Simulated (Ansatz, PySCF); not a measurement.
Series: H3E-E'H3. Isolated molecules, 0 K electronic values unless said otherwise. Strings in code marks are SMILES.

Quantity: vertical ionisation energy (energy after one electron is removed minus that of the parent at the parent's geometry), in eV.

Level 1: B3LYP-D3(BJ)/def2-TZVP (PySCF)
Level 2: frozen-core MP2/def2-TZVPP // B3LYP-D3(BJ)/def2-TZVP (Ansatz, a program for electronic structure)
Level 3: minus the HOMO energy of B3LYP-D3(BJ)/def2-TZVP (PySCF)
Level 4: HF/def2-TZVPP // B3LYP-D3(BJ)/def2-TZVP (Ansatz)

```tsv
species	level 2	level 3	level 4
`C[SiH3]`	11.81	8.98	10.71
`[SiH3][SiH3]`	10.61	8.17	9.79
`[CH3][SnH3]`	10.72	8.15	9.55
```

**Question.** What does level 1 give for each?

**Answer.** 
- `C[SiH3]`: 11.58
- `[SiH3][SiH3]`: 10.52
- `[CH3][SnH3]`: 10.51
